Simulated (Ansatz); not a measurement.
CH3O (SMILES [CH2]O) moved off its minimum; all values from Ansatz (a first-principles code), cores frozen in correlated methods. Open shells are unrestricted.
(charge 0, multiplicity 2)
```xyz
5

C     -0.60976     0.32357     0.14567
O      0.46515    -0.38800    -0.12772
H     -1.50555    -0.45979     0.12175
H     -0.46608     1.34245     0.04147
H      1.26410     0.44539     0.00525
```

Forces at PBE/def2-TZVPP (eV/Å):

| atom | Fx | Fy | Fz |
|---|---|---|---|
| C1 | -3.715 | -3.479 | 0.588 |
| O2 | 6.070 | 2.668 | 0.233 |
| H3 | 1.179 | 2.562 | 0.071 |
| H4 | -1.008 | 2.235 | -0.149 |
| H5 | -2.526 | -3.987 | -0.743 |

Problem. Give the forces (eV/Å), the total energy and the dipole at CCSD(T)/cc-pVTZ.

Solution. 
| atom | Fx | Fy | Fz |
|---|---|---|---|
| C1 | -3.811 | -3.392 | 0.647 |
| O2 | 6.453 | 2.902 | 0.245 |
| H3 | 1.356 | 2.813 | 0.048 |
| H4 | -1.104 | 1.953 | -0.153 |
| H5 | -2.894 | -4.275 | -0.786 |
Energy -114.8414 hartree, dipole 1.60 D.
